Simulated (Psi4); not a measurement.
Reaction (SMILES): C#N (CH-N) → [C-]#[NH+] (C-NH)
B3LYP-D3(BJ)/def2-TZVP geometries, fixed; electronic energies without zero-point terms.
Largest species:
```
C
N 1 1.1462
H 1 1.0667 2 180.00
```

Basis-set convergence of the isomerisation energy at PBE with Psi4. Cartesian d functions, on some or all atoms, in 6-31+G*; all else is spherical. Density fitting with the program's default auxiliary sets. Psi4's default fitting sets serve the pcseg sets less well. No added dispersion term, no relativity. Functions are those of the species that has most. Reference: the value in aug-cc-pVQZ, 14.82 kcal/mol, itself unsure by roughly 0.05 kcal/mol (its mean distance from cc-pV5Z, def2-QZVPPD, def2-QZVPP). Deviations are taken from unrounded values.

| basis | functions | isomerisation energy (kcal/mol) | minus reference (kcal/mol) |
|---|---|---|---|
| pcseg-0 | 20 | 14.27 | -0.55 |
| def2-SV(P) | 30 | 16.17 | 1.35 |
| 6-31+G* | 40 | 15.71 | 0.88 |
| 6-311G** | 42 | 15.80 | 0.98 |
| aug-pcseg-1 | 55 | 15.07 | 0.25 |
| pcseg-2 | 74 | 14.94 | 0.11 |
| def2-TZVPP | 76 | 14.88 | 0.05 |
| jun-cc-pV(T+d)Z | 92 | 14.82 | 0.00 |
| 6-311++G(3df,3pd) | 96 | 15.04 | 0.22 |
| cc-pVQZ | 140 | 15.06 | 0.23 |
| pcseg-3 | 153 | 14.82 | 0.00 |
| aug-cc-pVQZ | 206 | 14.82 | 0.00 |
| cc-pV5Z | 237 | 14.87 | 0.05 |
